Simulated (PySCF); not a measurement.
Ligands exchanged one at a time, Si Cl-SH. All species are isolated molecules in the gas phase. One relaxed conformer stands for each flexible species; it need not be the lowest. Strings in code marks are SMILES.

The LUMO from two functionals at the same geometries (r2SCAN-D4/def2-TZVP), both in PySCF: PBE-D3(BJ)/def2-TZVP and r2SCAN-D4/def2-TZVP. 

```
species                                                                                      r2SCAN-D4/def2-TZVP (eV)
-------------------------------------------------------------------------------------------  ------------------------
0 of 4 Cl replaced by SH (`Cl[Si](Cl)(Cl)Cl`)                                                                   -1.26
1 of 4 Cl replaced by SH                                                                                        -1.30
2 of 4 Cl replaced by SH (`S[Si](S)(Cl)Cl` (H–S–Si–Cl torsion 53°, Cl–Si–S–H torsion -53°))                     -1.44
3 of 4 Cl replaced by SH (`S[Si](S)(S)Cl`)                                                                      -1.49
4 of 4 Cl replaced by SH (`S[Si](S)(S)S`)                                                                       -1.54
```

Question: What does PBE-D3(BJ)/def2-TZVP give for each?

Answer: 
- 0 of 4 Cl replaced by SH (`Cl[Si](Cl)(Cl)Cl`): -1.64
- 1 of 4 Cl replaced by SH: -1.61
- 2 of 4 Cl replaced by SH (`S[Si](S)(Cl)Cl` (H–S–Si–Cl torsion 53°, Cl–Si–S–H torsion -53°)): -1.69
- 3 of 4 Cl replaced by SH (`S[Si](S)(S)Cl`): -1.73
- 4 of 4 Cl replaced by SH (`S[Si](S)(S)S`): -1.77
Over these rows, drawn at random from the members with no instability flagged (it was tested for open shells, ions and some series alone), PBE minus r2SCAN-D4: mean -0.28 eV, from -0.37 eV to -0.23 eV.
